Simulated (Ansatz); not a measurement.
Volume per atom of some solids

Method: r²SCAN-D4 (PAW; Ansatz, an electronic-structure program). References are measured values corrected to a static lattice or taken at low temperature (these still hold zero-point motion). The table is a random draw of 14 from 17 solids with such references.

Values in Å³/atom.

```
solid                                      reference  r²SCAN-D4  error (%)
-----------------------------------------  ---------  ---------  ---------
hcp Mg                                       22.65*¶      22.48       -0.8
hcp Tl                                       27.99*¶      29.62       +5.8
hcp Re                                       14.62*¶      14.62        0.0
hcp Os                                       13.85*¶      13.95       +0.7
antiferromagnetic (type II) rock-salt MnS      17.57      17.01       -3.2
hcp Zr                                       23.18*¶      23.40       +0.9
body-centred tetragonal In                   25.70*¶      25.86       +0.6
hcp Cd                                       21.01*¶      21.54       +2.5
antiferromagnetic (type II) rock-salt NiO       9.07       8.95       -1.3
hcp Hf                                       22.30*¶      22.27       -0.1
hcp Ti                                       17.50*¶      17.22       -1.6
hcp Y                                        32.95*¶      33.20       +0.8
hcp Co                                       10.96*¶      10.55       -3.7
wurtzite ZnO                                   11.89      11.71       -1.5
```

Over these 14 solids the mean error is -0.1 %, the mean absolute error 1.7 % (median 1.1 %), and the worst case hcp Tl at +5.8 %; the value is too low in 7 of 14 cases. Over all 17, from unrounded values, the mean error is -0.3 % and the mean absolute error 1.7 % (median 1.0 %).

A star marks references brought to a static lattice; the others are low-temperature values that still hold zero-point motion, which matters most for light elements.

Spin–orbit coupling is left out, also for the solids with elements from indium on (hcp Tl, hcp Re, hcp Os, body-centred tetragonal In, hcp Hf); its size isn't shown.

¶ marks references of a special kind: hcp Mg, 22.65 Å³/atom (measured, copied from a table, unchecked, extrapolated to 0 K and zero-point effects removed; as tabulated in Lejaeghere et al. (2013), arXiv:1204.2733); hcp Tl, 27.99 Å³/atom (measured, copied from a table, unchecked, extrapolated to 0 K and zero-point effects removed; as tabulated in Lejaeghere et al. (2013), arXiv:1204.2733); hcp Re, 14.62 Å³/atom (measured, copied from a table, unchecked, extrapolated to 0 K and zero-point effects removed; as tabulated in Lejaeghere et al. (2013), arXiv:1204.2733); hcp Os, 13.85 Å³/atom (measured, copied from a table, unchecked, extrapolated to 0 K and zero-point effects removed; as tabulated in Lejaeghere et al. (2013), arXiv:1204.2733); hcp Zr, 23.18 Å³/atom (measured, copied from a table, unchecked, extrapolated to 0 K and zero-point effects removed; as tabulated in Lejaeghere et al. (2013), arXiv:1204.2733); body-centred tetragonal In, 25.70 Å³/atom (measured, copied from a table, unchecked, extrapolated to 0 K and zero-point effects removed; as tabulated in Lejaeghere et al. (2013), arXiv:1204.2733); hcp Cd, 21.01 Å³/atom (measured, copied from a table, unchecked, extrapolated to 0 K and zero-point effects removed; as tabulated in Lejaeghere et al. (2013), arXiv:1204.2733); hcp Hf, 22.30 Å³/atom (measured, copied from a table, unchecked, extrapolated to 0 K and zero-point effects removed; as tabulated in Lejaeghere et al. (2013), arXiv:1204.2733); hcp Ti, 17.50 Å³/atom (measured, copied from a table, unchecked, extrapolated to 0 K and zero-point effects removed; as tabulated in Lejaeghere et al. (2013), arXiv:1204.2733); hcp Y, 32.95 Å³/atom (measured, copied from a table, unchecked, extrapolated to 0 K and zero-point effects removed; as tabulated in Lejaeghere et al. (2013), arXiv:1204.2733); and 1 more.

Differences are worked out from the printed values.

Caveats: a distance lies near a switch of the dispersion term, which can move the cell (hcp Mg). Ansatz's density-functional and Hartree–Fock values are scalar-relativistic unless marked +SOC, with PAW data made under PBE.

Ansatz's runs of these crystals have no spin polarisation, but for antiferromagnetic (type II) rock-salt MnS, antiferromagnetic (type II) rock-salt NiO, hcp Co. Meta-GGAs and exact exchange favour moments, which can bear on hcp Ti, hcp Y, hcp Co.

Density-functional runs with spin start from opposed moments for antiferromagnetic (type II) rock-salt MnS, opposed moments for antiferromagnetic (type II) rock-salt NiO, parallel moments for hcp Co.

Not in this set, of the solids of all kinds but layered and molecular ones with a reference value in our tables and a result at some level: 299 for a reference at room or unstated temperature; 117 for a cell known from the COD alone; 46 for a published cell of unstated conditions; 5 for a high-temperature or high-pressure phase; 3 for no value at r²SCAN-D4 (not run, a failed fit, an unstable or unbound cell, or a value held back for tests). These can be a level's best or worst cases. At least 150 more with a reference value are held back for tests. Solids without a released value at any level aren't counted. Cubic solids are told by their lattice constant and aren't counted here. The metals Ce to Yb are counted apart.

References as tabulated in Lejaeghere et al. (2013), arXiv:1204.2733; PSI, practical course at SINQ: magnetic order in MnS; Yang et al. (2022), arXiv:2205.02972; arXiv:1206.3780.
